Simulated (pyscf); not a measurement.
PySCF, gas phase, ωB97X-D3(BJ)/def2-SVP geometries. MP2 and CC: frozen core, UHF for open shells. ΔMP2 is the change of the MP2 total energy from the triple- to the quadruple-zeta basis.

Question: List the bond dissociation enthalpies at 298 K of propyne (HC≡C–CH₃) from CCSD(T)/def2-TZVPP + ΔMP2(QZVPP), from the weakest bond up.

Answer: C–H to •HC=C=CH₂ + H•: 92.1 kcal/mol; C–C to •C≡CH + CH₃•: 126.6 kcal/mol; C–H to •C≡C–CH₃ + H•: 133.9 kcal/mol. Ring and multiple bonds, and those that leave no two simple radicals, are not listed. The radicals are drawn with the spin at the cut bond; how far it spreads was not checked. •C≡C–CH₃ lies 43.4 kcal/mol over its isomer HC≡C–CH₂•, and others may lie lower still (electronic energy, ωB97M-D3(BJ)). Other isomers of •HC=C=CH₂ were not searched in full and may lie lower. The CCSD(T) − MP2 part came from Ansatz, without density fitting, on the same reference. An open-shell T1 diagnostic exceeds 0.045. A UHF reference is spin-contaminated (<S²> up to 1.15), which harms MP2 most. C₂H has a Π state close over its Σ ground state, and the state reached was not checked.
